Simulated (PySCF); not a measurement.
Molecule: `CP(C)C`, C$_{3}$H$_{9}$P.

Atoms are numbered as in `[CH3:1][P:2]([CH3:3])[CH3:4]`. Each H is labelled by its parent atom.

Geometry PBE0-D3(BJ)/def2-SVP throughout; GIAO in PySCF 2.14.0 with density-fitted response routines, gas phase, one conformer, non-relativistic; equivalent atoms averaged; functional PBE0.

(1) How do the absolute shieldings σ depend on the basis set? (ppm; last column core-seconds on 1 thread of an Intel Xeon Platinum 8488C, shared host)

(2) Which nucleus moves most, in ppm?

(3) Taking the largest basis, cc-pVTZ (250 functions), as the yardstick, rank the others by their worst heavy-atom deviation.

Answers

(1) 
```csv
basis set,functions,C1/C3/C4,P2,H(C1)/H(C3)/H(C4),core-s
pcSseg-0,58,175.1,436.3,32.01,3.9
cc-pVDZ,105,178.4,462.6,30.47,7.7
aug-cc-pVDZ,177,175.5,454.5,30.45,17
IGLO-III,239,164.4,387.6,30.46,24
cc-pVTZ,250,168.6,410.8,30.42,29
```

(2) P2 (phosphorus bonded to 3 C): from 387.6 ppm with IGLO-III to 462.6 ppm with cc-pVDZ. The smallest spread is 1.60 ppm, at H(C1)/H(C3)/H(C4). Proton shifts span only some 12 ppm, so a few tenths of a ppm matter as much there as several ppm in carbon.

(3) IGLO-III 23.2 ppm (239 functions), pcSseg-0 25.5 ppm (58 functions), aug-cc-pVDZ 43.7 ppm (177 functions), cc-pVDZ 51.8 ppm (105 functions).

A small basis that lands close on one nucleus may do so by chance; judge by the trend and by all nuclei.
